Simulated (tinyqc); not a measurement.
Inside a calculation. Method: extended Hueckel theory, for CH3-. The parameters take no account of the charge, which enters only through the electron count, and nothing here shows that the anion is bound. Computed by tinyqc, a small Python program that keeps every step (integrals from PySCF). Settings: charge = -1, K = 1.5, multiplicity = 1. Command: `OMP_NUM_THREADS=1 python tinyqc.py 27129 27130 out.jsonl` (the two numbers bound the seeds that draw the settings). One thread of a shared host (Intel(R) Xeon(R) Processor @ 2.60GHz), about 0.01 s of CPU time with the checks.

## Overlaps

Geometry (angstrom):
```
atom         x         y        z
C      0.00000   0.00000  0.09100
H      1.08800   0.00000  0.00000
H     -0.54400   0.94200  0.00000
H     -0.54400  -0.94200  0.00000
```

Parameters chosen for this run:
```
element  shell  Slater exponent  H_ii (eV)
H           1s          1.30000  -13.60000
C           2s          1.62500  -21.40000
C           2p          1.62500  -11.40000
```

Slater orbitals, each expanded in six Gaussians scaled to its exponent.

overlap S:
```
          1C 2s    1C 2px    1C 2py    1C 2pz     2H 1s     3H 1s     4H 1s
1C 2s   1.00000   0.00000   0.00000   0.00000   0.49133   0.49144   0.49144
1C 2px  0.00000   1.00000   0.00000   0.00000   0.48911  -0.24464  -0.24464
1C 2py  0.00000   0.00000   1.00000   0.00000   0.00000   0.42362  -0.42362
1C 2pz  0.00000   0.00000   0.00000   1.00000  -0.04091  -0.04092  -0.04092
2H 1s   0.49133   0.48911   0.00000  -0.04091   1.00000   0.12468   0.12468
3H 1s   0.49144  -0.24464   0.42362  -0.04092   0.12468   1.00000   0.12476
4H 1s   0.49144  -0.24464  -0.42362  -0.04092   0.12468   0.12476   1.00000
```

## Wolfsberg-Helmholz matrix

diagonal H_ii (eV): 1C 2s -21.40000, 1C 2px -11.40000, 1C 2py -11.40000, 1C 2pz -11.40000, 2H 1s -13.60000, 3H 1s -13.60000, 4H 1s -13.60000

K = 1.50000

H_ij = K' S_ij (H_ii + H_jj)/2 for i != j (the diagonal keeps H_ii), with K' = 1.5.

H (eV):
```
            1C 2s     1C 2px     1C 2py     1C 2pz      2H 1s      3H 1s      4H 1s
1C 2s   -21.40000    0.00000    0.00000    0.00000  -12.89732  -12.90031  -12.90031
1C 2px    0.00000  -11.40000    0.00000    0.00000   -9.17084    4.58693    4.58693
1C 2py    0.00000    0.00000  -11.40000    0.00000    0.00000   -7.94281    7.94281
1C 2pz    0.00000    0.00000    0.00000  -11.40000    0.76705    0.76730    0.76730
2H 1s   -12.89732   -9.17084    0.00000    0.76705  -13.60000   -2.54353   -2.54353
3H 1s   -12.90031    4.58693   -7.94281    0.76730   -2.54353  -13.60000   -2.54503
4H 1s   -12.90031    4.58693    7.94281    0.76730   -2.54353   -2.54503  -13.60000
```

## Orbitals

valence electrons = 8

Solve H C = S C e through S^(-1/2); fill by pairs from the bottom, a degenerate level sharing its electrons equally; each orbital has its largest coefficient positive (the first on a tie).

orbital energies (eV): -22.48940  -14.68848  -14.68819  -11.42335  0.01775  0.01973  8.75326

occupations: 2.00000  2.00000  2.00000  2.00000  0.00000  0.00000  0.00000

coefficients:
```
            MO1       MO2       MO3       MO4       MO5       MO6       MO7
1C 2s   0.76166   0.00003   0.00000   0.05666   0.00082   0.00000   1.34533
1C 2px  0.00001   0.48690   0.00000   0.00000   1.20746   0.00000  -0.00109
1C 2py  0.00000   0.00000   0.48695   0.00000   0.00000   1.20746   0.00000
1C 2pz  0.00620   0.00000   0.00000   0.99613  -0.00008   0.00000  -0.13170
2H 1s   0.14964   0.53731   0.00000  -0.02587  -1.00167   0.00000  -0.78521
3H 1s   0.14968  -0.26861   0.46528  -0.02586   0.50004  -0.86710  -0.78659
4H 1s   0.14968  -0.26861  -0.46528  -0.02586   0.50004   0.86710  -0.78659
```

sum of one-electron energies = -126.57883 eV

Within a degenerate level the vectors are fixed only up to a rotation; this is one choice.

## Mulliken analysis

P = C n C^T; charge = valence electrons (H 1, C 4) minus the sum of (P S)_ii on the atom; overlap population = 2 sum P_ij S_ij between two atoms.

charges: 1C -1.20538, 2H 0.06842, 3H 0.06848, 4H 0.06848

Overlap populations:
```
pair      value
2-1    0.737056
3-1    0.737172
3-2   -0.060476
4-1    0.737172
4-2   -0.060476
4-3   -0.060514
```
